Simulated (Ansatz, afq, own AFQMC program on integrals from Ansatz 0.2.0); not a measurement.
Atomization energy of HfCl2O, singlet, worked out

```
atom    x (Å)    y (Å)    z (Å)
  Hf  -0.1318   0.2032   0.0000
   O   0.5715   1.7970   0.0000
  Cl   0.2028  -0.9171  -2.0560
  Cl   0.2028  -0.9171   2.0560
```

Connectivity, by distances: O–Hf(–Cl)–Cl.

Basis def2-SVP with its core potentials. Noble-gas cores (and the filled d shells of Ga–Kr and In–Xe) are frozen. Ansatz 0.2.0 and our own AFQMC program on the same integrals; the CISD trial comes from CCSD amplitudes, and released means the phaseless constraint is let go. ± is one standard error of the sampling. No spin–orbit coupling. The metal's outer-core s and p shells are frozen, which shifts wave-function levels against functionals.

Total energies in eV. CBS is CCSD(T) at the limit of def2-TZVPP/QZVPP (extrapolated itself); the highest rung of each member is named.

Cautions: no spin-orbit coupling; outer-core shells of the metal frozen; HfCl₂O (singlet): higher spins were not checked.

```json
{"member": "Hf (triplet)", "count": "+1", "CCSD(T)/def2-SVP": "-1290.0505", "highest rung in def2-SVP": "-1290.0727", "which": "FCI", "CCSD(T)/CBS": "-1290.8548"}
{"member": "O (triplet)", "count": "+1", "CCSD(T)/def2-SVP": "-2036.4313", "highest rung in def2-SVP": "-2036.4367", "which": "FCI", "CCSD(T)/CBS": "-2040.9924"}
{"member": "Cl (doublet)", "count": "+2", "CCSD(T)/def2-SVP": "-12502.1624", "highest rung in def2-SVP": "-12502.1710", "which": "FCI", "CCSD(T)/CBS": "-12509.3582"}
{"member": "HfCl₂O, singlet", "count": "-1", "CCSD(T)/def2-SVP": "-28347.4110", "highest rung in def2-SVP": "-28347.4695", "which": "CCSDT(Q)", "CCSD(T)/CBS": "-28368.3789"}
```

Question: Work out the best estimate of the atomization energy: the CCSD(T)/CBS difference plus the step from CCSD(T) to the highest rung.

Answer: Sums with the counts: CCSD(T)/CBS 17.8153 eV, highest rung 16.6181 eV, CCSD(T)/def2-SVP 16.6044 eV. The step is 16.6181 − 16.6044 = 0.0137 eV, so the best estimate is 17.8153 + (0.0137) = 17.8290 eV = 411.1 kcal/mol. The basis set is worth 1.211 eV of it. Zero-point, core-correlation and spin–orbit terms aren't in it. Past Ne the Hartree–Fock part of each CBS total tends to overshoot, since the cores don't follow the formula; that largely cancels in the difference.

Best estimates are given only where the step beyond CCSD(T) is under 0.3 eV and no member's determinant is very poor (T1 over 0.05, or 0.07 for open shells, ⟨S²⟩ too high by 0.3, two states mixed), so the hardest cases are missing from such tables.

CCSDT and higher add their correlation energy to the determinant of the CCSD(T) run, since their own runs factorise the integrals more tightly (a shift of under 2 meV). Each member of a difference takes its own highest rung, so a best estimate needn't equal the limit plus the step of one row. The exponents were fitted on light atoms, and def2 sets of heavy atoms don't grow evenly, so the limit is rough here.
